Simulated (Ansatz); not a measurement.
# C₅H₆: small, medium and large basis sets

Aim: see how fast density functionals converge with the basis set for C₅H₆.

The runs use Ansatz 0.2.0, Gaussian basis; one geometry, several basis sets.

Levels to be run: PBE0-D4/def2-SVP; ωB97M-V/def2-SVP; PBE0-D4/def2-QZVPP; ωB97M-V/def2-QZVPP; the functionals' def2-TZVPP values are taken from earlier runs.

### Step 1. Structure used throughout

The geometry comes from an earlier relaxation with PBE0-D4 in a triple-zeta def2 set; it is a stationary point, not always the lowest conformer.

SMILES `C1=C[C@H]2C[C@@H]12`, 11 atoms, charge 0, spin multiplicity 1.

Atoms are counted from 1 here; the program's logs count them from 0.

Bond lengths: C1–C2 1.337 Å, C1–C5 1.511 Å, C1–H6 1.083 Å, C2–C3 1.511 Å, C2–H7 1.083 Å, C3–C4 1.507 Å, C3–C5 1.512 Å, C3–H8 1.081 Å, C4–C5 1.507 Å, C4–H9 1.085 Å, C4–H10 1.087 Å, C5–H11 1.081 Å. Angles: C2–C1–C5 93.3°, C2–C1–H6 133.9°, C5–C1–H6 132.0°, C1–C2–C3 93.3°, C1–C2–H7 133.9°, C3–C2–H7 132.0°, C2–C3–C4 109.1°, C2–C3–C5 86.7°, C2–C3–H8 127.7°, C4–C3–C5 59.9°, C4–C3–H8 122.2°, C5–C3–H8 126.1°, C3–C4–C5 60.2°, C3–C4–H9 119.2°, C3–C4–H10 116.0°, C5–C4–H9 119.2°, C5–C4–H10 116.0°, H9–C4–H10 115.3° and more.

### Step 2. PBE0-D4 in def2-SVP

in.yaml reads:

```yaml
crystal:
  periodic: [false, false, false]
  atoms:
    - {symbol: C, position_ang: [-0.775476, 0.257736, -1.077605]}
    - {symbol: C, position_ang: [-0.823309, -0.948181, -0.502264]}
    - {symbol: C, position_ang: [0.469564, -0.737174, 0.251209]}
    - {symbol: C, position_ang: [0.353270, 0.507687, 1.093197]}
    - {symbol: C, position_ang: [0.523777, 0.626767, -0.399767]}
    - {symbol: H, position_ang: [-1.478169, 0.838956, -1.662661]}
    - {symbol: H, position_ang: [-1.579762, -1.721425, -0.441036]}
    - {symbol: H, position_ang: [1.295506, -1.427616, 0.353453]}
    - {symbol: H, position_ang: [-0.604662, 0.757881, 1.537653]}
    - {symbol: H, position_ang: [1.223870, 0.759772, 1.693818]}
    - {symbol: H, position_ang: [1.395381, 1.085606, -0.845998]}
basis:
  gaussian: {orbitals: def2-SVP}
hamiltonian: {xc: pbe0, dispersion: d4}
output: {orbitals: {seedname: orbitals}}
```

Run with:

```
ansatz run in.yaml --threads 4 --pin off --events-out ev --progress --plain --max-ram 10444MiB
```

Further steps of the session: ωB97M-V in def2-SVP; PBE0-D4 in def2-QZVPP; ωB97M-V in def2-QZVPP.

Before running them: what should the planned runs give, taken together? Wanted: PBE0-D4: double and triple zeta above quadruple; ωB97M-V: double and triple zeta above quadruple.

As calculated:

| quantity | value |
| --- | --- |
| PBE0-D4: double and triple zeta above quadruple | 5.88, 0.29 eV |
| ωB97M-V: double and triple zeta above quadruple | 6.14, 0.27 eV |

In words: PBE0-D4 gains 5.59 eV from double to triple zeta, then 0.29 eV more. Total energies overstate the basis error of differences, where much of it tends to cancel.
